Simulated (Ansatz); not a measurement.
Compare A (`C/N=C\C=N\C`) with its isomer B (`CN=CC(C)=N`).

Isolated molecules relaxed with PBE0-D4/def2-TZVP in Ansatz; ΔE leaves out vibrations. CCSD(T)/CBS is the MP2 limit (def2-TZVPP, def2-QZVPP) plus CCSD(T) − MP2 in def2-TZVPP, frozen cores. Functionals use def2-TZVPP. One conformer a species, not always the lowest.

Question: Which isomer does CCSD(T)/CBS put lower? Give the gap. (Best estimate.)

Answer: The calculation gave: B, by 59.7 kJ/mol.

Question: Give E(B) − E(A) in kJ/mol with CCSD(T)/def2-TZVPP, B2PLYP, HF/def2-TZVPP, PBE-D4, CCSD/def2-TZVPP, r2SCAN-D4, PBE0-D4. (Best estimate.)

Answer: The calculation gave: CCSD(T)/def2-TZVPP -59.5, B2PLYP -56.1, HF/def2-TZVPP -59.4, PBE-D4 -53.3, CCSD/def2-TZVPP -60.2, r2SCAN-D4 -57.8, PBE0-D4 -57.2. None reverses the order clearly.

Largest T1 diagnostic: 0.012.

From PBE to PBE0 (25 % exact exchange), in def2-TZVPP and without D4, E(B) − E(A) moves by −4.1 kJ/mol.
